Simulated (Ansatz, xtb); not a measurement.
## C6H14 (3-methylpentane): the atomisation enthalpy at 298 K, rung by rung

The species is C6H14 (20 atoms), meant as a singlet with charge 0. SMILES: `CCC(C)CC`. The shape is that of a PBE0-D4/def2-TZVP optimisation. This is one conformer, not always the lowest.

Each level gives the atomisation enthalpy at 298 K (kJ/mol). The values are calculated. The thermal term (zero-point and 298 K enthalpy, harmonic and unscaled) is that of GFN1-xTB; the spin-orbit lowering of the free atoms at 298 K, 0.1 kJ/mol by their spectra, is taken off.

Measured value to compare with: CRC Handbook of Chemistry and Physics gives the atomisation enthalpy at 298 K of the gas as 7525 kJ/mol.

| level | kind | program | value (kJ/mol) | computed − measured | CPU time (all runs) |
| --- | --- | --- | --- | --- | --- |
| HF/6-31G* (spherical functions) | Hartree–Fock | Ansatz | 5653 | -1872 | 8.8 s |
| SVWN5/6-31G* (spherical functions) | LDA | Ansatz | 8583 | +1058 | 12 s |
| BLYP/6-31G* (spherical functions) | GGA | Ansatz | 7427 | -98 | 16 s |
| r2SCAN/6-31G* (spherical functions) | meta-GGA | Ansatz | 7526 | +1 | 29 s |
| B3LYP/6-31G* (spherical functions) | global hybrid | Ansatz | 7498 | -27 | 20 s |
| MP2/6-31G* (spherical functions) | perturbation theory | Ansatz | 6920 | -605 | 10 s |
| CCSD(T)/6-31G* (spherical functions) | coupled cluster or CI | Ansatz | 6880 | -645 | 2 min |

Nearest: r2SCAN/6-31G* (spherical functions) (+1 kJ/mol); farthest: HF/6-31G* (spherical functions) (-1872 kJ/mol). Computed less measured by kind, in kJ/mol (of the ab initio rows, those in 6-31G*): Hartree–Fock -1872; LDA +1058; GGA -98; meta-GGA +1; global hybrid -27; perturbation theory -605; coupled cluster or CI -645. In a finite basis correlated wave-function methods underbind, so their errors here aren't those of the basis-set limit. CPU times are rough (shared hosts, several kinds of processor and program).
